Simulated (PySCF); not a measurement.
B3LYP has the VWN-RPA correlation part, as in Gaussian. 

## F, SMILES `[F]` (charge 0, multiplicity 2)

The numbers are results of B3LYP-D3(BJ)/def2-TZVP in PySCF 2.14.0, not measurements.

| Quantity | Result |
|---|---|
| highest occupied spin orbital | -12.17 eV |
| dipole moment | 0.00 D |
| total energy | -99.7702 Ha |
| cost | about 2.5 core-seconds (a rough figure) |

Bonded distances (Å): .
Charge 0, spin multiplicity 2.
